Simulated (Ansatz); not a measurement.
```yaml
crystal:
  periodic: [false, false, false]
  atoms:
    - {symbol: Zn, position_ang: [-0.423688, 0.003352, 0.002389]}
    - {symbol: C, position_ang: [1.771954, -0.014018, -0.009992]}
    - {symbol: H, position_ang: [2.118570, -1.041532, -0.006848]}
    - {symbol: H, position_ang: [2.135725, 0.499945, 0.872871]}
    - {symbol: H, position_ang: [2.125647, 0.491114, -0.902001]}
basis:
  gaussian: {orbitals: def2-TZVP}
magnetization: {spin_polarized: true, initial_magnetization: 1}
hamiltonian: {xc: pbe0}
relax: {f_tol: 0.004, max_steps: 80}
```

```sh
$ ansatz run in.yaml --threads 1 --pin off --events-out ev --progress --plain --max-ram 2176MiB
```

Steps of the relaxation (energy above the last step; positions in Å, forces in eV/Å):

```
5
step 1, 108.6 meV
Zn   -0.424    0.003    0.002    1.033   -0.008   -0.006
C     1.772   -0.014   -0.010   -0.741    0.006    0.004
H     2.119   -1.042   -0.007   -0.099   -0.257    0.002
H     2.136    0.500    0.873   -0.095    0.131    0.223
H     2.126    0.491   -0.902   -0.097    0.129   -0.224
```

```
5
step 2, 15.6 meV
Zn   -0.313    0.002    0.002    0.397   -0.003   -0.002
C     1.769   -0.014   -0.010   -0.573    0.005    0.003
H     2.083   -1.057   -0.007    0.059    0.011    0.000
H     2.100    0.508    0.887    0.059   -0.006   -0.011
H     2.090    0.499   -0.916    0.059   -0.006    0.010
```

```
5
step 3, 1.4 meV
Zn   -0.273    0.002    0.002   -0.041    0.000    0.000
C     1.748   -0.014   -0.010   -0.139    0.001    0.001
H     2.076   -1.053   -0.007    0.060    0.004    0.000
H     2.094    0.506    0.884    0.060   -0.003   -0.004
H     2.083    0.498   -0.912    0.060   -0.003    0.003
```

```
5
step 5, 0.0 meV
Zn   -0.282    0.002    0.002    0.000    0.000    0.000
C     1.739   -0.014   -0.010   -0.001    0.000    0.000
H     2.082   -1.050   -0.007    0.000   -0.001    0.000
H     2.100    0.504    0.880    0.000    0.000    0.001
H     2.089    0.496   -0.909    0.000    0.000   -0.001
```

Close pairs at the end: C2–H4 1.091 Å, C2–H3 1.091 Å, C2–H5 1.091 Å, Zn1–C2 2.021 Å.

A stationary point of unrestricted PBE0 after 5 steps, with ⟨S²⟩ = 0.756 against 0.75 for a pure state; no frequencies were run, so it isn't proven a minimum. 19 s on 1 thread of Arm Neoverse V2, shared host.
